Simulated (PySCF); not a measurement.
Geometries of 2 isomers of H7NSi2, from PBE0-D3(BJ)/def2-SVP geometry optimisation, gas phase (PySCF 2.14.0). One conformer each, no zero-point energy, no frequencies.

**Question.** Which is lower in electronic energy at this level?
A.
```xyz
10
angstrom
Si     1.556    0.210    0.235
N      0.094   -0.259   -0.585
Si    -1.554   -0.140   -0.038
H      2.615   -0.831    0.049
H      2.123    1.508   -0.252
H      1.231    0.352    1.684
H      0.212   -0.568   -1.547
H     -2.317   -1.363   -0.439
H     -2.287    1.042   -0.596
H     -1.530   -0.018    1.449
```
B.
```xyz
10
angstrom
N      1.652    0.687    0.326
Si     0.590   -0.652    0.017
Si    -1.585    0.056    0.532
H      2.654    0.535    0.353
H      1.441    1.594   -0.076
H      0.589   -1.197   -1.386
H      1.012   -1.777    0.908
H     -2.602   -0.957    0.109
H     -1.874    1.335   -0.193
H     -1.735    0.309    1.999
```

**Answer.** A. That is `[SiH3]N[SiH3]`, 10.0 kcal/mol below the other.

| SMILES | atoms numbered as above | E (Eh) | relative (kcal/mol) | relative (kJ/mol) | dipole (D) |
| --- | --- | --- | --- | --- | --- |
| [SiH3]N[SiH3] | [SiH3:1][NH:2][SiH3:3] | -637.43559 | 0.0 | 0.0 | 0.92 |
| N[SiH2][SiH3] | [NH2:1][SiH2:2][SiH3:3] | -637.41963 | 10.0 | 41.9 | 1.56 |

As drawn, the higher has an Si–Si bond, which the lower lacks.
